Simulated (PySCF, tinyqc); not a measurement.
Starting guesses with DIIS over 6 matrices: SCF starting guesses in the sto-3g basis, for BH, spin multiplicity 1. Computed by the program tinyqc with PySCF. 

Geometry (angstrom):
```
atom,x,y,z
B,0.0000,0.0000,0.0000
H,0.0000,0.0000,1.1160
```

lowest restricted solution found by these runs and by PySCF = -24.747252 hartree

RHF with one setting changed at a time; a run stops when the energy changes by less than 1e-09 hartree and the error matrix is below 1e-5. Starts: the lowest orbitals of the core Hamiltonian, of the Wolfsberg-Helmholz matrix (K = 1.75), projected atomic densities, random orbitals, and the highest orbitals of the core Hamiltonian (a deliberately bad start).

Largest element of the error matrix X^T (FDS - SDF) X:
```
iteration,core,Wolfsberg-Helmholz,atomic densities,random,highest core orbitals
1,5.8e-01,2.2e-01,6.7e-01,5.3e+00,2.2e-01
2,1.3e-01,7.1e-02,8.2e-02,3.7e-01,4.8e-01
3,1.7e-02,2.5e-02,1.4e-02,1.0e-01,4.8e-01
4,4.2e-03,2.9e-03,1.9e-03,8.3e-02,4.8e-01
5,4.1e-05,9.1e-04,2.6e-05,3.5e-02,5.2e-01
6,1.7e-05,4.0e-05,1.1e-06,4.3e-03,4.1e-01
8,-,1.4e-09,-,6.2e-05,1.2e-01
10,-,-,-,8.9e-06,8.8e-04
14,-,-,-,-,1.1e-10
```

How each run ends:
```
run,iterations,E (hartree),state
core,7,-24.468408,higher
Wolfsberg-Helmholz,8,-24.468408,higher
atomic densities,6,-24.747252,lowest found
random,11,-24.747252,lowest found
highest core orbitals,14,-24.468408,higher
```

2 of 5 runs reach the lowest restricted solution found, in 6 to 11 iterations (fastest: atomic densities). Ending on a higher stationary point: core, Wolfsberg-Helmholz, highest core orbitals; a small error matrix cannot reveal that, and an occupation fixed by the start is kept by symmetry or by the shape of the basin. The first errors are 6e-01, 2e-01, 7e-01, 5e+00, 2e-01; the deliberately bad start has the smallest one, so a small first error does not mark a good start. The restricted reference is unstable here: a spin-polarised solution lies 0.0132 hartree lower (PySCF), so results built on it describe a poor reference.
